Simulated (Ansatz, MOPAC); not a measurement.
Molecule: methylamine, CH5N, net charge 0, singlet state. SMILES: CN
Coordinates optimised at B3LYP-D3(BJ)/def2-TZVP (Ansatz, a quantum-chemistry and plane-wave program):
```xyz
7

C      0.0542     0.7048     0.0003
N      0.0439    -0.7575     0.0005
H     -0.9369     1.1793    -0.0070
H     -0.4495    -1.1127     0.8106
H     -0.4377    -1.1131    -0.8166
H      0.5892     1.0603     0.8824
H      0.6020     1.0600    -0.8741
```

Quantity: size of the dipole moment, in D. Set-up: PM7 with its own dispersion and hydrogen-bond terms; no spin-orbit coupling; dispersion terms only where a functional's name holds one; six Cartesian d functions in 6-31G* and its kin unless marked 5d; LANL2DZ all-electron up to Ne; non-relativistic; 6-311+G** with 5d. Ab initio and DFT rows: single points at B3LYP-D3(BJ) geometries (Ansatz). Semi-empirical rows: dipoles at the shared geometry.

Measured values: NIST CCCBDB, as tabulated in the package chemicals; dipoles are vibrational averages. 

Value to compare with, the measured value: 1.31 D.

```csv
level,program,size of the dipole moment (D),error
PM6,MOPAC,1.99,0.68
PM7,MOPAC,2.09,0.78
PBE/LANL2DZ,Ansatz,1.79,0.48
BLYP/6-31G*,Ansatz,1.36,0.05
B3LYP/6-31G*,Ansatz,1.41,0.10
B3LYP/6-31G**,Ansatz,1.37,0.06
PBE0/6-311+G**,Ansatz,1.44,0.13
```

Among the 7 habitual levels, PM7 lies farthest from the measured value (0.78 D); 7 of 7 lie above it, and their mean absolute error is 0.33 D, the median 0.13. One case shows no general order.

The levels are drawn from those run, B3LYP/6-31G* more often than the rest, none by its result; runs whose electronic state is in doubt are left out.
